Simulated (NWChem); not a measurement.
Species: CHO cation

```xyz
3

C      0.0000     0.0000    -0.5086
O      0.0000     0.0000     0.5958
H      0.0000     0.0000    -1.6198
```
Atoms are numbered in this order, from 1.

All runs: NWChem. Geometry optimised at PBE0/def2-SVP; all other runs use it. Pople sets run with spherical d functions.

```json
[
 {"quantity": "highest occupied level (eV)", "level": "B3LYP/6-31G*", "value": "-22.52"},
 {"quantity": "vertical, lowest triplet (eV)", "level": "Hartree-Fock/6-31G*, TDHF", "value": "4.64"},
 {"quantity": "cavity-dispersion-structure term (kcal/mol) in water", "level": "M05-2X/6-31G*, SMD", "value": "5.3"},
 {"quantity": "anisotropy (bohr³) at 589 nm", "level": "B3LYP/def2-SVP", "value": "7.6"},
 {"quantity": "highest harmonic frequency (cm⁻¹)", "level": "PBE0/def2-SVP", "value": "3244"}
]
```
